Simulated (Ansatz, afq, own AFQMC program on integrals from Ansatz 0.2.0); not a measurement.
**Co, quartet → Co⁺, quintet**

A free Co atom.

E(quintet, charge +1) − E(quartet, charge +0) at this geometry, on UHF and UHF determinants.

Basis def2-SVP. Noble-gas cores (and the filled d shells of Ga–Kr and In–Xe) are frozen. Ansatz 0.2.0 and our own AFQMC program on the same integrals; the CISD trial comes from CCSD amplitudes, and released means the phaseless constraint is let go. Error bars are statistical, one sigma. The metal's outer-core s and p shells are frozen, which shifts wave-function levels against functionals. The errors of all members are added in quadrature.

No full CI on the walks' own integrals is used here; CCSDT(Q) serves as the reference and is uncertain by about the last step of the cluster series. Each member takes its own surest rung, up to full CI.

Errors are counted within def2-SVP, not against nature.

Cautions: no relativity below Rb; outer-core shells of the metal frozen; Co⁺ (quintet): the ph-AFQMC/HF walk drifts between its halves (2.3 errors).

| level | vertical ionization energy (kcal/mol) |
| --- | --- |
| HF | 152.9 |
| MP2 | 169.2 |

**Question.** From these cheaper values, estimate the vertical ionization energy at the reference level in def2-SVP.

**Answer.** 176.5 kcal/mol (CCSDT(Q) in def2-SVP).

```csv
level,vertical ionization energy (kcal/mol),error against CCSDT(Q) (kcal/mol)
CCSD,175.5,-1.0
CCSD(T),176.4,-0.1
CCSDT,176.5,0.0
ph-AFQMC/HF,175.4 ± 0.7,-1.1 ± 0.7
```

Correlation beyond CCSD(T) adds 0.1 kcal/mol. The perturbative (T) step is worth +0.9 kcal/mol.

A walk keeps the symmetry of its determinant, which the program's search chose and which needn't be the lowest solution, so a lower state of the same spin and another symmetry isn't excluded.
